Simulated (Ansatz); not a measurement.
# Al2B (doublet): the correlation ladder, def2-TZVPP

An exercise on one series of results from a longer session: the logs are not shown, and one member is left open.

Program: Ansatz 0.2.0, Gaussian basis. Level of theory: def2-TZVPP, core rule «outside noble gas», up to 11 orbitals frozen. These are calculated values, not measurements.

Plan: UHF; ROHF; CCSD(T) on UHF.

## The geometry

The geometry is a PBE0/def2-TZVP stationary point (not a proven minimum) of the parent state, kept for this charge and spin.

3 atoms, charge 0, spin multiplicity 2.

Atoms are counted from 1 here; the program's logs count them from 0.

Bond lengths: Al1–B2 2.078 Å, B2–Al3 2.078 Å. Angles: Al1–B2–Al3 90.5°.

Set-up of the first run:

Contents of in.yaml:

```yaml
crystal:
  periodic: [false, false, false]
  atoms:
    - {symbol: Al, position_ang: [0.000000, -0.244231, 1.475660]}
    - {symbol: B, position_ang: [0.000000, 1.219080, 0.000000]}
    - {symbol: Al, position_ang: [0.000000, -0.244231, -1.475660]}
basis:
  gaussian: {orbitals: def2-TZVPP}
magnetization: {spin_polarized: true, initial_magnetization: 1}
hamiltonian: {xc: hf}
output: {orbitals: {seedname: orbitals}}
```

The run is started by

```console
$ ansatz run in.yaml --threads 1 --pin off --events-out ev --progress --plain --max-ram 2816MiB --backend cpu
```

Steps of the session up to this table: UHF; ROHF; CCSD(T) on UHF.

One table of the session follows, with a row left open; its other results are not shown here.

```
  method  from UCCSD(T) (meV)
    ROHF              +7365.8
     UHF                    ?
    UMP2              +1891.3
   UCCSD               +495.0
UCCSD(T)                    0
```

Estimate the missing values for UHF.

As computed: from UCCSD(T) (meV): +5997.2. In the column «from UCCSD(T) (meV)» it lies between UMP2 (+1891.3) and ROHF (+7365.8).

Caveats from the session: The determinant is far from a pure spin state, so its energy mixes those of several spin states (harmless only where they are near-degenerate, as at dissociation).
